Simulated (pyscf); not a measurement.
# Substitution at Si: F–N•–F (SMILES F[N]F) + F–SiH₂–F (SMILES F[SiH2]F) -> F–N(F)–SiH(F)–F (SMILES FN(F)[SiH](F)F) + H• (SMILES [H])

Gas phase, doublet surface, charge 0. Bonds broken: Si5–H7. Bonds formed: N2–Si5. Structures and frequencies: ωB97X-D3(BJ)/def2-SVP in PySCF.

Transition state (Å):

```xyz
8

F     -0.9285     0.8222     1.6335
N     -0.7759    -0.3685     0.9614
F     -2.0210    -0.9508     1.0081
F     -0.2942    -1.5072    -1.3276
Si    -0.3669     0.0075    -0.7950
F      1.0528     0.7129    -0.5299
H     -0.5871     0.6644    -2.2499
H     -1.6735     0.8483    -0.9374
```

One imaginary mode, 433i cm⁻¹; descent along it reached the two sides named.

| bond | change | reactant side (Å) | saddle | product side |
|---|---|---|---|---|
| Si5–H7 | breaks | 1.479 | 1.612 | 3.9 |
| N2–Si5 | forms | 3.2 | 1.842 | 1.811 |

Electronic energies relative to the separated reactants (kJ/mol):

| level | barrier | reaction energy |
|---|---|---|
| ωB97X-D3(BJ)/def2-TZVP | 178.8 | +134.7 |
| PBE/def2-TZVP | 135.0 | +133.7 |
| r²SCAN/def2-TZVP | 141.0 | +140.2 |
| B3LYP-D3(BJ)/def2-TZVP | 164.0 | +143.6 |
| PBE0-D3(BJ)/def2-TZVP | 157.1 | +133.9 |
| M06-2X/def2-TZVP | 164.2 | +117.3 |
| ωB97M-D3(BJ)/def2-TZVP | 175.3 | +129.5 |
| HF/def2-TZVP | 269.3 | +160.2 |

With ωB97M-D3(BJ)/def2-TZVP energies and thermal terms (ideal gas, 1 atm, RRHO with modes under 100 cm⁻¹ raised to 100, one conformer, R ln 2 for chiral ones without a mode under 150 cm⁻¹), in kJ/mol:

```
T (K)    ΔH‡    ΔG‡      ΔH      ΔG
-----  -----  -----  ------  ------
298    166.4  214.0  +118.8  +134.9
600    170.4  260.8  +126.0  +148.3
900    174.6  305.0  +132.3  +158.1
1200   178.6  347.9  +137.7  +165.8
```

The same reactants have a lower exit, to F–NH–F + F–SiH•–F (barrier +115.8 kJ/mol at ωB97M-D3(BJ)/def2-TZVP, against +175.3 kJ/mol here). F–N(F)–SiH(F)–F lies 400.5 kJ/mol over its isomer F–NH–Si(F)(F)–F (electronic energy, ωB97M-D3(BJ)/def2-TZVP). One saddle was located; it need not be the lowest between these sides. The angle at the attacked Si is 156°.
